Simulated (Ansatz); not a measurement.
# [SiPH4]− (SMILES [SiH2-]P): CCSD(T)/STO-3G

What is the energy change on altering one bond length of [SiPH4]− at CCSD(T)/STO-3G? 

The calculation is run with Ansatz 0.2.0.

## Step 1: Starting point

[SiPH4]−: 6 atoms, total charge -1, spin state singlet. SMILES: `[SiH2-]P`. The shape is that of a GFN2-xTB optimisation. This is one conformer, not always the lowest.

Bond lengths: Si1–P2 2.225 Å, Si1–H3 1.503 Å, Si1–H4 1.503 Å, P2–H5 1.375 Å, P2–H6 1.375 Å. Angles: Si1–P2–H5 94.0°, Si1–P2–H6 94.1°, P2–Si1–H3 96.4°, P2–Si1–H4 96.5°, H5–P2–H6 91.3°, H3–Si1–H4 96.7°.

## Step 2: A single-point energy at CCSD(T)/STO-3G

Contents of input.yaml:

```yaml
crystal:
  periodic: [false, false, false]
  atoms:
    - symbol: Si
      position_ang: [0.357650, -1.019850, -0.132620]
    - symbol: P
      position_ang: [-0.355230, 1.071380, 0.132600]
    - symbol: H
      position_ang: [-0.387090, -1.600590, 1.036860]
    - symbol: H
      position_ang: [-0.642080, -1.408110, -1.185860]
    - symbol: H
      position_ang: [0.407400, 1.565440, -0.899820]
    - symbol: H
      position_ang: [0.619350, 1.391730, 1.048840]
basis:
  gaussian: {orbitals: STO-3G}
correlation: {method: ccsd_t, frozen_orbitals: {H: 0, P: 5, Si: 5}}
scf: {omitted_lower_state_checks: [cluster_reference, increment]}
accuracy: high
total_charge: -1
```

On the command line:

```bash
$ ansatz run input.yaml --threads 1 --pin off --max-ram 2610MiB --events-out events.jsonl --progress --plain --runs-dir runs
```

What it wrote, shortened:

```text
Warning: RAYON_NUM_THREADS=1 ignored (pool sized by the plan → 1); use --threads N
Functional definition: HF
  name "HF"
[...]
393 factors; integrals over basis functions are off by at most 2.7e-9 eV
[...]
mean field -16997.16569540 eV, -624.6343182132 hartree, gradient 3.1e-8 eV, S^2 0.000000; 0 other end points of the search recorded, 0 dependent functions left out
10 core orbitals not correlated: weight in the atoms' cores, before any rotation towards them, 1.000 or more for the frozen orbitals, at most 0.000 for the correlated occupied ones
reference -16997.16569540 eV, -624.6343182132 hartree; 7, 7 occupied and 5, 5 virtual orbitals, 393 factors
second order -1.75799917 eV of doubles, -0.00000000 eV of singles
cycle   1  -2.26253250 eV  change   -5.0e-1 eV  update   6.0e-2
[...]
cycle  18  -2.53115437 eV  change   -1.7e-9 eV  update  5.3e-10
perturbative correction -0.01160062 eV, -0.0004263147 hartree
Total energy: -16999.70845038 eV, -624.7277627353 hartree
Checks for a lower state left out: cluster_reference, increment
```

Run time: 0.16 s. Hardware: 1 thread of AMD EPYC 9R14 (Zen 4), shared host.

## Step 3: The distorted shape, same level

Contents of run.yaml:

```yaml
basis:
  gaussian:
    orbitals: STO-3G
crystal:
  periodic: [false, false, false]
  atoms:
    - {symbol: Si, position_ang: [0.166986, -1.143369, 0.125493]}
    - {symbol: P, position_ang: [-0.545894, 0.947861, 0.390713]}
    - {symbol: H, position_ang: [-0.577754, -1.724109, 1.294973]}
    - {symbol: H, position_ang: [-0.832744, -1.531629, -0.927747]}
    - {symbol: H, position_ang: [0.407400, 1.565440, -0.899820]}
    - {symbol: H, position_ang: [0.428686, 1.268211, 1.306953]}
total_charge: -1
correlation:
  method: ccsd_t
  frozen_orbitals: {H: 0, P: 5, Si: 5}
accuracy: high
scf:
  omitted_lower_state_checks: [cluster_reference, increment]
```

On the command line:

```bash
$ ansatz run run.yaml --threads 1 --pin off --max-ram 2610MiB --events-out events.jsonl --progress --plain --runs-dir runs
```

What it wrote, shortened:

```text
Warning: RAYON_NUM_THREADS=1 ignored (pool sized by the plan → 1); use --threads N
Functional definition: HF
  name "HF"
[...]
393 factors; integrals over basis functions are off by at most 7.6e-9 eV
[...]
mean field -16996.01661626 eV, -624.5920903336 hartree, gradient 3.1e-8 eV, S^2 0.000000; 0 other end points of the search recorded, 0 dependent functions left out
10 core orbitals not correlated: weight in the atoms' cores, before any rotation towards them, 1.000 or more for the frozen orbitals, at most 0.000 for the correlated occupied ones
reference -16996.01661626 eV, -624.5920903336 hartree; 7, 7 occupied and 5, 5 virtual orbitals, 393 factors
second order -2.00208161 eV of doubles, -0.00000000 eV of singles
cycle   1  -2.59127096 eV  change   -5.9e-1 eV  update   7.1e-2
[...]
cycle  20  -2.93649973 eV  change   1.0e-10 eV  update   1.6e-9
perturbative correction -0.01654438 eV, -0.0006079949 hartree
Total energy: -16998.96966037 eV, -624.7006127030 hartree
Checks for a lower state left out: cluster_reference, increment
```

Run time: 0.18 s. Hardware: 1 thread of AMD EPYC 9R14 (Zen 4), shared host.

## Step 4: Results

At CCSD(T)/STO-3G, 10 core orbitals frozen:

| quantity | value |
| --- | --- |
| first shape: total energy | -624.72776 Eh |
| first shape: correlation energy (10 core orbitals frozen) | -93.4 mEh |
| first shape: (T) correction | -0.43 mEh |
| first shape: T1 diagnostic | 0.007 |
| distorted shape: total energy | -624.70061 Eh |
| distorted shape: correlation energy (10 core orbitals frozen) | -108.5 mEh |
| distorted shape: (T) correction | -0.61 mEh |
| distorted shape: T1 diagnostic | 0.009 |
| energy change with the P2–H5 bond stretched from 1.375 to 1.719 Å | 0.739 eV |

In words: With the P2–H5 bond stretched from 1.375 to 1.719 Å the energy rises by 0.74 eV (17.0 kcal/mol). The first shape isn't relaxed at this level, so the change isn't measured from a minimum. The minimal basis adds a large error of its own. The triples (first shape) make up 0.5 % of the correlation energy. The triples (distorted shape) make up 0.6 % of the correlation energy.
